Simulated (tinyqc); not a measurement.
Stretching all distances: RHF, UHF, MP2, CISD and CCSD against full CI in the sto-3g basis, for H2F+, spin multiplicity 1. Computed by the program tinyqc with PySCF. All coordinates are multiplied by the scale. c0^2 is the weight of the RHF determinant in the lowest singlet FCI state (UHF is spin-contaminated and may lie near states of higher spin) and n(LUMO) the first natural occupation beyond the occupied space.

Geometry (angstrom):
```
atom,x,y,z
F,0.0000,0.0000,0.0000
H,0.0000,0.6810,0.5650
H,0.0000,-0.6810,0.5650
```

Full CI energy (hartree) and errors against it (kcal/mol):
```
scale,distance 1-2 (angstrom),E(FCI),RHF,UHF,MP2,CISD,CCSD,<S^2> UHF,c0^2,n(LUMO)
0.9300,0.8229,-98.817851,19.8855,19.8855,4.4542,0.1954,0.1156,0.0000,0.9874,0.0137
1.2600,1.1149,-98.889382,38.2481,38.2481,9.8899,0.9348,0.5740,0.0000,0.9601,0.0393
1.5900,1.4069,-98.771080,64.1524,61.1205,17.0393,2.9418,1.9751,0.3500,0.8991,0.0947
1.9200,1.6989,-98.650911,95.8123,47.8828,22.9255,6.1641,4.0722,1.1286,0.7993,0.1914
2.2500,1.9909,-98.565938,128.2381,28.2394,28.7984,8.8062,4.3668,1.3837,0.6352,0.3055
```

What does the comparison show, and why?

UHF parts from RHF first at scale 1.59 of those listed, where <S^2> leaves zero. The weight c0^2 goes from 0.99 to 0.64 and n(LUMO) from 0.01 to 0.31: static correlation grows as the bonds break into open-shell fragments. The spread of the error along the curve, which distorts its shape, is CCSD 4.3, CISD 8.6, MP2 24.3, UHF 41.2, RHF 108.4 kcal/mol. The table stops here: at scale 2.58 and beyond, the reference weight falls under 0.45 or RHF, UHF or CCSD hop between solutions, so those rows were left out and the spreads given cover only the rows shown. As computed, partly on other solutions, the errors there reach in size RHF 159, UHF 15, MP2 40, CISD 4, CCSD 1 kcal/mol.
